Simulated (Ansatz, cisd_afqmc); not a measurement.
System: LiF, charge 0, singlet. LiF (SMILES [Li][F]).
B3LYP-D3(BJ)/def2-TZVP minimum from Ansatz (an electronic-structure program):
```xyz
2

Li     0.0000     0.0000    -1.1712
F      0.0000     0.0000     0.3904
```
Charge 0, spin multiplicity 1.

Total energies in def2-SVP, 8 correlated electrons, 2 frozen orbitals. Open shells are spin-unrestricted; no spin-orbit coupling. Correlated methods leave the cores frozen. No relativity. The Monte Carlo rows (phaseless AFQMC, CISD trial, step 0.005/hartree) carry one-sigma bars that omit the constraint's bias. Outlying blocks are dropped, and bars are widened where a walk drifts. Over all cases where full CI ran beside it in this data, AFQMC minus full CI had a median of +0.1 mEh and passed +0.4 mEh in a tenth of the cases.

```tsv
method	program	energy (Eh)	error against FCI (mEh)
HF	Ansatz	-106.84896	205.28
MP2	Ansatz	-107.05038	3.86
CCSD	Ansatz	-107.05170	2.54
CCSD(T)	Ansatz	-107.05364	0.60
CCSDT(Q)	Ansatz	-107.05429	-0.05
CCSDTQ	Ansatz	-107.05423	0.00
AFQMC/CISD	cisd_afqmc	-107.0541 ± 0.0004	0.1 ± 0.4
FCI	Ansatz	-107.05424	0.00
```

Rough core times of Ansatz's runs on a shared machine: CCSD(T) under 20 s, CCSDT(Q) under 20 s, CCSDTQ 30 s, FCI 50 s.
